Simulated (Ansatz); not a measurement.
**HAsSi⁺, quartet in cc-pVDZ: errors against UCCSDT(Q)**

Geometry: that of the HAsSi, triplet, kept fixed. The doublet lies 1.2 eV lower here.

```json
{"atom": "Si", "x (Å)": "0.0000", "y (Å)": "0.0280", "z (Å)": "1.7362"}
{"atom": "As", "x (Å)": "0.0000", "y (Å)": "-0.0305", "z (Å)": "-0.6393"}
{"atom": "H", "x (Å)": "0.0000", "y (Å)": "1.4877", "z (Å)": "-0.8606"}
```

Basis cc-pVDZ; Ansatz 0.2.0. Only valence electrons are correlated (noble-gas cores and the filled d shells of p-block atoms frozen), which leaves 9 electrons in 31 orbitals. Prefix R: restricted or restricted open-shell reference; prefix U: unrestricted. Active spaces: valence = (9e, 9o) chosen from the atoms' valence shells. No spin–orbit coupling is included, and no scalar relativity.

Full CI isn't at hand for all of this; UCCSDT(Q) serves as the reference, and is uncertain by the last step of the cluster series or more. The frozen core follows each run's orbitals, which can shift R against U totals by a few meV for light atoms and by up to 0.1 eV past Ca.

```
UHF ⟨S²⟩                          : 3.786
T1 diagnostic (RCCSD)             : 0.0287
largest doubles amplitude (RCCSD) : 0.068
T1 diagnostic (UCCSD)             : 0.0284
```

```tsv
level	E − E(UHF) (eV)
UMP2	-3.4451
UCCSD	-4.4231
UCCSD(T)	-4.5757
```

Problem. Estimate how far UCCSDT(Q) in cc-pVDZ lies from UCCSD(T). The table doesn't fix it; the size of (T) and the diagnostics are the guide.

Solution. UCCSDT(Q) in cc-pVDZ lies 4.8 kJ/mol below UCCSD(T), which is 32 % of the (T) step (-14.7 kJ/mol). The diagnostics give no warning, yet the rest is a sizeable part of (T). The miss exceeds 1 kcal/mol.

The other levels:

```csv
level,E − E(UCCSDT(Q)) (kJ/mol),wall time
UCCSDT,0.9,–
```

Run but not shown, since their state, orbitals or frozen core can't be matched to the reference's or they repeat it: RHF, RMP2, CISD, RCCSD, RCCSD(T), BCCD(T), RCCSDT, RCCSDT(Q), CASSCF (valence space), NEVPT2 (valence space), MRCISD (valence space), MRCISD+Q (valence space).

Natural occupations of CASSCF (valence space) about the gap: 1.987 1.967 1.932 1.010 1.000 0.985 0.048 0.039 0.031; effectively unpaired electrons, Σ n²(2−n)², 3.04.
